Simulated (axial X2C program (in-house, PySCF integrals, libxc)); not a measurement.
## Nuclear properties of FAlF⁺

Calculated with an in-house all-electron X2C program for linear molecules (integrals from PySCF): two-component X2C with atomic mean-field Coulomb and Gaunt terms, Gaussian nuclei, basis F dyall-av3z, Al dyall-v3z with contracted cores.

F–Al–F held linear, with bonds 1.595 and 1.595 Å (near the PBE0 minimum at charge 1 of the determinant lowest at the starting distance; the state shown can have its own minimum elsewhere, held linear; other orders of the atoms were not compared).

Input and command:
```json
{"zs": [9, 13, 9], "q": 1, "bas": ["dyall-av3z", "dyall-v3z", "dyall-av3z"], "r0": [1.9, 1.9], "symm": 1, "scan": ["PBE0", "HF", "LDA"], "levels": ["PBE0", "HF", "PBE"], "nst": 2}
```
```bash
python solin.py task.json out
```

Keys: zs atomic numbers; q charge; bas basis sets; r0 starting distance in Å; symm equal bonds; scan levels of the two-bond scan; levels methods; nst determinants followed.

Determinant lowest in the PBE0 search, Ω = 0 (closed shell), highest spinor 91% F p, 9% Al d:

```json
{"level": "PBE0", "qzz F (a.u.)": "0.98", "qzz Al (a.u.)": "-1.71"}
{"level": "HF", "qzz F (a.u.)": "0.88", "qzz Al (a.u.)": "-1.87"}
{"level": "PBE", "qzz F (a.u.)": "0.99", "qzz Al (a.u.)": "-1.61"}
```

qzz is the electric field gradient, eQq0 = 234.96 MHz × Q/barn × qzz. The operators were transformed with the bare-nucleus X2C matrices; with these basis sets, hyperfine constants and field gradients can be off by tens of per cent, and where levels differ in sign neither size nor sign is settled.

(1) With Q(27Al) = 0.1466 barn (Q from Pyykkö, Mol. Phys. 2018), turn the PBE0 values of the first state into constants in MHz.

The molecule was held linear; bending was not examined, so a bent shape may lie lower.

Each state is one determinant with collinear spin. The search compared states at one distance, so a state with another bond length can lie lower.

## Answers

(1) eQq0(27Al) = 234.96 × (0.1466) × (-1.71) = -58.9 MHz.
